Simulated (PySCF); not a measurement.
Potential energy of PF⁻ along the bond

Set-up: P def2-TZVPPD, F def2-TZVPPD; no relativity (PySCF 2.14). Energies in eV from P + F⁻ in their ground configurations at the same level. State: ²Π (doublet), unpaired electrons π ↑.

```
R (Å)     PBE
1.466  -1.015
1.534  -1.512
1.603  -1.796
1.654  -1.910
1.705  -1.961
1.756  -1.963
1.824  -1.913
1.910  -1.789
2.012  -1.590
2.148  -1.285
```

Task: Put a parabola through the three lowest points of the PBE curve and estimate Re, k and ωe (reduced mass 11.78 u; 1 eV/Å² = 0.16022 mdyn/Å; ωe = 1302.8·√(k/μ) cm⁻¹).

Result: Through R = 1.705, 1.756, 1.824 Å the second-order coefficient is 6.51 eV/Å², so Re ≈ 1.734 Å, k ≈ 2.09 mdyn/Å and ωe ≈ 548 cm⁻¹. A polynomial fit of higher order to the unrounded PBE energies gives Re = 1.733 Å, k = 2.49 mdyn/Å, ωe = 599 cm⁻¹; anharmonicity and rounding make the difference.

The higher-order fit for each curve: PBE: Re = 1.733 Å, ωe = 599 cm⁻¹, De = 1.97 eV.

For an ion De counts to the pair picked by the measured ionisation energies or electron affinities, which need not be the lowest pair at this level. The highest Kohn–Sham level is positive in this anion. Much of that is self-interaction error, but it also means that the finite basis helps to hold the extra electron. The state was picked by a PBE0 search and need not be the measured ground state.
